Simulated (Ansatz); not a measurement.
## A barrier at the coupled-cluster level

Start structure (SiH₅O, doublet), relaxed at PBE0-D4/def2-TZVP:

```
7
angstrom
H -0.6297 -1.5112 -0.0507
O -0.2295 -1.0833 0.7070
Si 0.3349 0.4519 0.5071
H -1.0140 -0.6179 -2.5590
H -0.7503 1.3904 0.1086
H 0.8899 0.8534 1.8198
H 1.3988 0.5167 -0.5327
```

The step: SiH₄O ([OH][SiH3]) + H → SiH₃O ([O][SiH3]) + H₂; bonds formed: H1–H4; bonds broken: H1–O2. Ansatz 0.2.0; basis: def2-TZVPP and def2-QZVPP; cores frozen in the correlated methods; orbitals are unrestricted. Extrapolation: Hartree–Fock as exp(−7.88 √X), correlation as X^−2.97. Energies below are by CCSD(T) at an estimated basis limit (MP2 extrapolated from triple and quadruple zeta, plus CCSD(T) − MP2 in triple zeta).

Q: What are the electronic barrier and the energy of the step, from the start structure to the end structure? (An estimate is asked for; the value comes from the calculation.)

A: Computed: Barrier 22.75 kcal/mol; step energy 16.92 kcal/mol (uphill); reverse barrier, their difference, 5.82 kcal/mol. Barrier and step energy count from the start structure, the reverse barrier from the end structure.

The saddle point: One imaginary mode of 734i cm⁻¹.
```json
{"pair": "H1–H4", "start (Å)": "2.69", "saddle (Å)": "0.81", "end (Å)": "0.75"}
{"pair": "H1–O2", "start (Å)": "0.96", "saddle (Å)": "1.42", "end (Å)": "2.50"}
```

Zero-point energy (harmonic, PBE0-D4): ZPE is 24.48 kcal/mol at the start and 23.49 kcal/mol at the saddle, so the barrier goes from 22.75 to 21.75 kcal/mol.

No T1 diagnostic of these runs exceeds 0.025. ⟨S²⟩ of the unrestricted Hartree–Fock references: 0.75 to 0.78 (a pure state has 0.75).

Radical steps of this kind take place in plasma deposition and etching.

Labels in which every atom is bracketed show which atoms are joined, not bond orders.

For scale, one of the runs: CCSD(T)/def2-TZVPP, 143 basis functions, launched by `ansatz run in.yaml --threads 2 --pin off --events-out ev --progress --plain --max-ram 4352MiB`. The run took 27 s on 2 CPU threads of an Intel Xeon Platinum 8488C (shared host), with 1.9 GiB of host memory at its peak.
